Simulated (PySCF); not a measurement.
Methanimine, CH₃N, SMILES C=N, point group Cs.

Level: B3LYP/pcJ-1 in PySCF (density fitting, grid level 2); geometry and Hessian at that level, cubic constants and property derivatives from steps of ±0.6 along each species' dimensionless normal coordinates, second-order vibrational perturbation theory. The parent has the commonest isotopes.

Equilibrium geometry (Å):

| atom | x | y | z |
| --- | --- | --- | --- |
| C1 | -0.3613 | 0.0700 | -0.1253 |
| N2 | 0.5090 | -0.3503 | 0.6913 |
| H3 | -1.4152 | -0.0130 | 0.1438 |
| H4 | -0.1504 | 0.5209 | -1.1020 |
| H5 | 1.4524 | -0.2162 | 0.3235 |

An isotope shift is δ(isotopologue) − δ(parent), that is, the negative of the change in the averaged GIAO shielding; n counts bonds from the nearest label (0: the labelled atom itself). These are computed values; those of heavy atoms are rounded to 5 ppb, about the numerical noise. One-bond deuterium shifts of ¹³C at such levels come out too large, by a quarter to a half.

Task: What isotope shifts arise with ²H at 3?

Result: 
| nucleus | n | 0 K (ppb) | 100 K (ppb) |
| --- | --- | --- | --- |
| H3 | 0 | -101 | -100 |
| C1 | 1 | -390 | -395 |
| N2 | 2 | -335 | -345 |
| H4 | 2 | -20 | -20 |
| H5 | 3 | -13 | -13 |

Task: What isotope shifts arise with ²H at 4?

Result: 
| nucleus | n | 0 K (ppb) | 100 K (ppb) |
| --- | --- | --- | --- |
| H4 | 0 | -100 | -99 |
| C1 | 1 | -210 | -215 |
| N2 | 2 | -460 | -465 |
| H3 | 2 | -17 | -17 |
| H5 | 3 | -5 | -5 |

Task: What isotope shifts arise with ¹³C at 1, ²H at 3?

Result: 
| nucleus | n | 0 K (ppb) | 100 K (ppb) |
| --- | --- | --- | --- |
| C1 | 0 | -440 | -440 |
| H3 | 0 | -105 | -105 |
| N2 | 1 | -475 | -485 |
| H4 | 1 | -24 | -24 |
| H5 | 2 | -18 | -18 |
